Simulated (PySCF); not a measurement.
**Computed NMR parameters against published values**

Bonds (- single, = double, # triple, : aromatic): C1#C2 1.204 Å, C2-F3 1.270 Å. C1 carries H4.

Calculated, not measured (PySCF): J couplings at B3LYP/pcJ-1, PBE0-D3(BJ)/def2-SVP structure, σ from GIAO-PBE0/pcSseg-1. Relativity neglected, no solvent model, one conformer.

Reference values: CCSD(T)/13s9p4d3f (gas (isolated, no vibration); M. E. Harding, PhD thesis, Mainz 2008 (Harding, Lenhart, Auer, Gauss, JCP 2008, 128, 244111)).
```csv
atoms,quantity,reference,computed
F3,σ ¹⁹F,422.8,396.6
```

Reference values: CCSD(T)/cc-pCVQZ (gas (isolated, no vibration); M. Glasbrenner, PhD thesis, LMU Munich (RPA NMR shieldings paper, SI)).
| atoms | quantity | reference | computed |
| --- | --- | --- | --- |
| C1 | σ ¹³C | 180.5 | 169.4 |
| C2 | σ ¹³C | 101.0 | 90.0 |
| F3 | σ ¹⁹F | 422.6 | 396.6 |
| H4 | σ ¹H | 30.50 | 30.06 |

Reference values: CCSD(T)/13s9p4d3f + vibration and temperature (MP2) (gas, 300 K; M. E. Harding, PhD thesis, Mainz 2008 (Harding, Lenhart, Auer, Gauss, JCP 2008, 128, 244111)).
| atoms | quantity | reference | computed |
| --- | --- | --- | --- |
| F3 | σ ¹⁹F | 414.2 | 396.6 |

Reference values: CCSD(T)/aug-cc-pCV[TQ]Z extrapolated (gas (isolated, no vibration); Teale, Lutnaes, Helgaker, Tozer, Gauss, JCP 2013, 138, 024111, as tabulated in M. Glasbrenner, PhD thesis, LMU Munich (SI Table 24)).
```csv
atoms,quantity,reference,computed
C1,σ ¹³C,179.9,169.4
C2,σ ¹³C,100.1,90.0
F3,σ ¹⁹F,423.5,396.6
H4,σ ¹H,30.50,30.06
```

Absolute shieldings are compared as such; zero-point and thermal motion, absent here, lowers them by some tenths of a ppm for H, a few ppm for C and up to about 10 ppm for F.

Coupling constants in Hz:
| coupling | reference | computed | source |
| --- | --- | --- | --- |
| ³J(F3,H4) | 14.4 | 17.1 | CC3; gas (equilibrium); Jessen and Sauer, arXiv:2312.00705; CC3 and CCSD from Faber, Sauer, Gauss 2017 |
| ³J(F3,H4) | 21.0 | 17.1 | measured; Jessen and Sauer, arXiv:2312.00705; CC3 and CCSD from Faber, Sauer, Gauss 2017 |
| ¹J(C2,F3) | -277.7 | -386.4 | CC3; gas (equilibrium); Jessen and Sauer, arXiv:2312.00705; CC3 and CCSD from Faber, Sauer, Gauss 2017 |
| ²J(C1,F3) | 25.6 | 36.7 | CC3; gas (equilibrium); Jessen and Sauer, arXiv:2312.00705; CC3 and CCSD from Faber, Sauer, Gauss 2017 |
| ¹J(C2,C1) | 268.1 | 298.7 | CC3; gas (equilibrium); Jessen and Sauer, arXiv:2312.00705; CC3 and CCSD from Faber, Sauer, Gauss 2017 |
| ²J(C2,H4) | 68.5 | 72.1 | CC3; gas (equilibrium); Jessen and Sauer, arXiv:2312.00705; CC3 and CCSD from Faber, Sauer, Gauss 2017 |
| ¹J(C1,H4) | 270.1 | 307.3 | CC3; gas (equilibrium); Jessen and Sauer, arXiv:2312.00705; CC3 and CCSD from Faber, Sauer, Gauss 2017 |
| ¹J(C1,H4) | 275.5 | 307.3 | measured; liquid or solution (compiled); San Fabian, Garcia de la Vega, Suardiaz et al., Magn. Reson. Chem. 2013, 51, 775 (SI) |

**Question.** How far are the unscaled ¹⁹F shieldings from the references?

**Answer.** Mean signed difference -24.17 ppm, mean absolute 24.17 ppm over 4 comparisons; the largest is -26.9 ppm at F3 (fluorine bonded to C).

**Question.** How far are the unscaled ¹³C shieldings from the references?

**Answer.** Mean signed difference -10.67 ppm, mean absolute 10.67 ppm over 4 comparisons; the largest is -11.1 ppm at C1 (terminal alkyne carbon).

**Question.** How far are the unscaled ¹H shieldings from the references?

**Answer.** Mean signed difference -0.44 ppm, mean absolute 0.44 ppm over 2 comparisons; the largest is -0.44 ppm at H4 (hydrogen on a terminal alkyne carbon).

18 of the 62 published NMR values on file for this molecule are compared. The rest: other calculations.
